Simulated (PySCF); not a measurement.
System (SMILES): C#C (C2H2).
Geometry (B3LYP-D3(BJ)/def2-TZVP, fixed):
```xyz
4

C      0.0000     0.0000    -0.5984
C      0.0000     0.0000     0.5984
H      0.0000     0.0000     1.6611
H      0.0000     0.0000    -1.6611
```
Charge 0, spin multiplicity 1.

Basis-set convergence of the mean static polarisability at PBE with PySCF. All functions are spherical. Density fitting with generated auxiliary sets. No added dispersion term, no relativity. Reference: the value in d-aug-cc-pVTZ, 23.88 bohr³, itself unsure by roughly 0.3 % (its mean distance from aug-pcseg-3, aug-cc-pVQZ, aug-pcseg-2). Deviations are taken from unrounded values.

```json
[
 {"basis": "cc-pVDZ", "functions": "38", "mean static polarisability (bohr³)": "15.95"},
 {"basis": "aug-cc-pVDZ", "functions": "64", "mean static polarisability (bohr³)": "23.12"},
 {"basis": "def2-SVP", "functions": "38", "mean static polarisability (bohr³)": "15.99"},
 {"basis": "def2-SVPD", "functions": "56", "mean static polarisability (bohr³)": "22.23"},
 {"basis": "pcseg-1", "functions": "38", "mean static polarisability (bohr³)": "16.19"},
 {"basis": "aug-pcseg-1", "functions": "64", "mean static polarisability (bohr³)": "23.50"},
 {"basis": "6-311G**", "functions": "48", "mean static polarisability (bohr³)": "16.64"},
 {"basis": "6-311+G**", "functions": "56", "mean static polarisability (bohr³)": "19.36"},
 {"basis": "def2-TZVP", "functions": "74", "mean static polarisability (bohr³)": "20.01"},
 {"basis": "def2-TZVPD", "functions": "92", "mean static polarisability (bohr³)": "23.43"},
 {"basis": "cc-pVTZ", "functions": "88", "mean static polarisability (bohr³)": "19.45"},
 {"basis": "aug-cc-pVTZ", "functions": "138", "mean static polarisability (bohr³)": "23.70"},
 {"basis": "pcseg-2", "functions": "88", "mean static polarisability (bohr³)": "19.66"},
 {"basis": "aug-pcseg-2", "functions": "138", "mean static polarisability (bohr³)": "23.71"},
 {"basis": "def2-TZVPP", "functions": "90", "mean static polarisability (bohr³)": "20.18"},
 {"basis": "def2-TZVPPD", "functions": "108", "mean static polarisability (bohr³)": "23.39"},
 {"basis": "cc-pVQZ", "functions": "170", "mean static polarisability (bohr³)": "21.28"},
 {"basis": "aug-cc-pVQZ", "functions": "252", "mean static polarisability (bohr³)": "23.83"},
 {"basis": "def2-QZVPP", "functions": "174", "mean static polarisability (bohr³)": "21.76"},
 {"basis": "def2-QZVPPD", "functions": "192", "mean static polarisability (bohr³)": "23.71"},
 {"basis": "pcseg-3", "functions": "186", "mean static polarisability (bohr³)": "22.54"},
 {"basis": "aug-pcseg-3", "functions": "268", "mean static polarisability (bohr³)": "23.86"}
]
```

What the diffuse functions change, pair by pair:
- cc-pVDZ to aug-cc-pVDZ: 26 more functions, deviation -33.2 to -3.2 %
- def2-SVP to def2-SVPD: 18 more functions, deviation -33.0 to -6.9 %
- pcseg-1 to aug-pcseg-1: 26 more functions, deviation -32.2 to -1.6 %
- 6-311G** to 6-311+G**: 8 more functions, deviation -30.3 to -18.9 %
- def2-TZVP to def2-TZVPD: 18 more functions, deviation -16.2 to -1.9 %
- cc-pVTZ to aug-cc-pVTZ: 50 more functions, deviation -18.6 to -0.7 %
- pcseg-2 to aug-pcseg-2: 50 more functions, deviation -17.7 to -0.7 %
- def2-TZVPP to def2-TZVPPD: 18 more functions, deviation -15.5 to -2.0 %
- cc-pVQZ to aug-cc-pVQZ: 82 more functions, deviation -10.9 to -0.2 %
- def2-QZVPP to def2-QZVPPD: 18 more functions, deviation -8.9 to -0.7 %
- pcseg-3 to aug-pcseg-3: 82 more functions, deviation -5.6 to -0.1 %

They bring the value nearer the reference by more than 0.3 % in 11 of 11 pairs.
